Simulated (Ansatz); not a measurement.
Rhombohedral A7 As, treated with r²SCANh in Ansatz (PAW).

Run with plane-wave cutoff 520 eV, 10×10×10 k mesh, Fermi–Dirac smearing 0.05 eV, scalar-relativistic PAW data made under PBE.

Computed at the level's own relaxed cell.

Q: Predict the lattice parameter a and lattice parameter c.

A: 
* **lattice parameter a**: 3.575 Å
* **lattice parameter c**: 15.436 Å

Measured, for comparison: lattice constant a 3.760 Å, lattice parameter c 10.441 Å (4 K, zero-point motion not removed; as tabulated in Schiferl, Barrett, J. Appl. Cryst. 2, 30 (1969), as in the American …). Computed (rounded) less measured: lattice constant a -4.9 %, lattice parameter c +47.8 %.

Note: the cell comes from a level without a dispersion term, which matters for the spacing of layers, chains or molecules.

It cost around 5 core-hours (rough) of CPU time.

Ansatz is a first-principles code.
